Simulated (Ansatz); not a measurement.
**Pyrite RuS₂**

Level of theory: r²SCAN+SOC in Ansatz (plane waves, PAW).

Run with plane-wave cutoff 560 eV, 6×6×6 k mesh, Fermi–Dirac smearing 0.01 eV, PAW data made under PBE.

Cell (measured lattice):

```cif
data_Ru4S8
_chemical_formula_sum 'Ru4 S8'
_space_group_name_H-M_alt 'Pa-3'
_space_group_IT_number 205
_space_group_name_Hall '-P 2ac 2ab 3'
_cell_length_a 5.61000
_cell_length_b 5.61000
_cell_length_c 5.61000
_cell_angle_alpha 90.000
_cell_angle_beta 90.000
_cell_angle_gamma 90.000
loop_
_atom_site_label
_atom_site_type_symbol
_atom_site_symmetry_multiplicity
_atom_site_Wyckoff_symbol
_atom_site_fract_x
_atom_site_fract_y
_atom_site_fract_z
_atom_site_occupancy
Ru1 Ru 4 a 0.00000 0.00000 0.00000 1
S1 S 8 c 0.38622 0.38622 0.38622 1
```

```yaml
band_gap: 0.68 eV (indirect)
smallest_direct_gap_on_the_k_points_sampled: 0.95 eV
```

Note: cell and atoms aren't relaxed at this level (largest force component 0.15 eV/Å, pressure 2.3 GPa).

Static lattice: no zero-point or thermal effects.

Ansatz is a program for electronic structure.
